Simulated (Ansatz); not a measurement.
# CH3NSi: the cost of one run

Program: Ansatz 0.2.0, driven from Python. The levels of theory stand in the script. These are calculated values, not measurements.

## (1) Starting point

Bond lengths: N1–C2 1.224 Å, C2–Si3 1.896 Å, Si3–H4 1.396 Å, Si3–H5 1.509 Å, Si3–H6 1.497 Å. Angles: N1–C2–Si3 179.0°, C2–Si3–H4 111.7°, C2–Si3–H5 109.9°, C2–Si3–H6 110.9°, H4–Si3–H5 106.4°, H4–Si3–H6 110.7°, H5–Si3–H6 107.0°.

No structure file is read: the coordinates are typed or built in the script.

## (2) The code

ch3nsi.py

```python
import ansatz as az
from ase import Atoms


def main() -> None:
    atoms = Atoms(['N', 'C', 'Si', 'H', 'H', 'H'], positions=[
        (1.1632, -1.988, 1.1014),
        (0.5875, -1.0424, 0.5788),
        (-0.2858, 0.4189, -0.2563),
        (-1.3701, -0.0007, -1.0297),
        (0.6653, 1.1158, -1.1977),
        (-0.718, 1.4324, 0.7573),
    ])
    geometry = az.Crystal.molecule_from_ase(atoms)

    calculation = geometry.calculation().correlation('MP2')

    energies = {}
    for basis in ['cc-pVDZ', 'cc-pVTZ']:
        data = calculation.basis(gaussian=basis).run(threads=1, backend='cpu').report
        size = data['n_frozen'] + data['n_occupied'][0] + data['n_virtual'][0]
        energies[basis] = (data['reference_energy_ev'] / 27.211386246, data['free_energy_ev'] / 27.211386246)
        print(f'{basis:14s} {size:4d} orbitals  reference {energies[basis][0]:14.6f} Ha  total {energies[basis][1]:14.6f} Ha')

    small, large = (energies[b][1] - energies[b][0] for b in ('cc-pVDZ', 'cc-pVTZ'))
    limit = (3 ** 3 * large - 2 ** 3 * small) / (3 ** 3 - 2 ** 3)
    print(f'correlation energy: {small:.6f} and {large:.6f} Ha, extrapolated {limit:.6f} Ha')
    print(f'share caught by the larger set: {100 * large / limit:.1f} %')


if __name__ == '__main__':
    main()
```

## (3) The calls as engine input

The package turns the script's settings into the engine's input (first run):

```yaml
crystal:
  periodic: [false, false, false]
  atoms:
    - { symbol: "N", position_ang: [1.1632, -1.988, 1.1014] }
    - { symbol: C, position_ang: [0.5875, -1.0424, 0.5788] }
    - { symbol: Si, position_ang: [-0.2858, 0.4189, -0.2563] }
    - { symbol: H, position_ang: [-1.3701, -0.0007, -1.0297] }
    - { symbol: H, position_ang: [0.6653, 1.1158, -1.1977] }
    - { symbol: H, position_ang: [-0.718, 1.4324, 0.7573] }
basis:
  gaussian:
    orbitals: cc-pVDZ
correlation:
  method: mp2
```

## (4) Running it

Command:

```sh
python ch3nsi.py
```

Q: Estimate wall time and peak memory on 1 thread of Arm Neoverse N1, shared host.

About 4.3 s, with a peak of 0.26 GiB.
